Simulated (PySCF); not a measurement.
Gas-phase reaction: 6 CHF → CH₂CHF + 2 CF + CH₃CF₃

Computed with PySCF and rigid-rotor harmonic-oscillator thermochemistry at 1 bar. † marks an energy on the PBE0/def2-TZVP geometry and frequencies. Open shells (unrestricted): CF (multiplicity 2); the rest are closed-shell singlets. Spin-orbit splitting is ignored; it lowers the true energy and changes the entropy of CF. CHF: computed as isolated molecules; such fragments, hydroxides, amides, oligomers or adducts are transient or little studied in the gas.

M06-2X/def2-TZVP† gives ΔH°(298 K) = -1315 kJ.

Question: What do ωB97M-V/def2-TZVP†, BLYP/def2-TZVP†, r2SCAN/def2-TZVP† give?

Answer: ωB97M-V/def2-TZVP†: -1279 kJ; BLYP/def2-TZVP†: -1236 kJ; r2SCAN/def2-TZVP†: -1404 kJ. For scale, ΔH°(298 K) is -1315 kJ at this level, -1279 kJ at ωB97M-V/def2-TZVP†, and runs from -1488 to -1198 kJ over the 20 levels computed.
